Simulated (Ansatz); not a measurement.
ethane (SMILES CC) moved off its minimum; all values from Ansatz (a quantum-chemistry and plane-wave program), cores frozen in correlated methods.
(charge 0, multiplicity 1)
```xyz
8

C     -0.7798     0.1090    -0.0030
C      0.7988    -0.2081    -0.0325
H     -1.3591    -0.5794    -0.7597
H     -1.0583     1.1090    -0.2234
H     -1.1873    -0.1136     0.9690
H      1.0694    -1.0890     0.2771
H      1.2325     0.5020     0.8099
H      1.2132     0.0985    -0.9745
```

Forces at B3LYP/def2-TZVPP (eV/Å):

| atom | Fx | Fy | Fz |
|---|---|---|---|
| C1 | 0.458 | -3.100 | -1.408 |
| C2 | -2.578 | 7.475 | 0.965 |
| H3 | 1.074 | 1.231 | 1.301 |
| H4 | 0.228 | 0.987 | -0.369 |
| H5 | -0.099 | -0.188 | 0.430 |
| H6 | 1.067 | -5.184 | 1.191 |
| H7 | -0.504 | -1.100 | -1.759 |
| H8 | 0.354 | -0.121 | -0.350 |

Q: Give the forces (eV/Å), the total energy and the dipole at CCSD(T)/cc-pVTZ.

A: 
```csv
atom,Fx,Fy,Fz
C1,0.489,-3.141,-1.437
C2,-2.620,7.562,0.967
H3,1.089,1.226,1.299
H4,0.232,1.044,-0.383
H5,-0.103,-0.203,0.481
H6,1.081,-5.298,1.223
H7,-0.529,-1.086,-1.758
H8,0.360,-0.104,-0.393
```
Energy -79.6483 hartree, dipole 0.06 D.
